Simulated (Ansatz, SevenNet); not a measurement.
**Elastic constant C12 of hcp Zn: levels of theory against measurement**

Reference value: 34.8 GPa (measured, 0 K, extrapolated to 0 K; zero-point effects included; as tabulated in Galib et al. (2023), arXiv:2209.08184).

```csv
level (code),value (GPa),cell (Å³/atom)
SevenNet-l3i5,73.8,15.48
LDA (Ansatz),58.4,13.62
PBE (Ansatz),(withheld),15.24
PBE-D3(BJ) (Ansatz),46.0,14.30
r²SCAN (Ansatz),45.0,14.47
```

### Question
What belongs in the gaps?

### Answer

- PBE (Ansatz, a first-principles code), value (GPa): 39.0

Differences against the reference: SevenNet-l3i5 +112 %, LDA +68 %, PBE +12.1 %, PBE-D3(BJ) +32 %, r²SCAN +29 %.

Of the ranked levels PBE (+12.1 %) comes nearest. Farthest off among them: SevenNet-l3i5 (+112 %). Of the ranked levels only PBE lands within 20 %. All 5 levels lie above the reference. A very large miss is first of all the level's own, though another phase or state, or a fault of the measured value, is possible (LDA).

The reference isn't brought to a static lattice, while the calculations are for one, so the differences are not the levels' errors alone.  PBE-D3(BJ): the dispersion coefficients are held fixed in the derivatives. Each level is taken at its own relaxed cell. Cutoffs differ between the levels. Ansatz's density-functional and Hartree–Fock values are scalar-relativistic unless marked +SOC, with PAW data made under PBE.

Machine-learned potentials (SevenNet-l3i5) are trained on DFT data: a solid inside that data is no test of them.

Differences are worked out from the printed values.
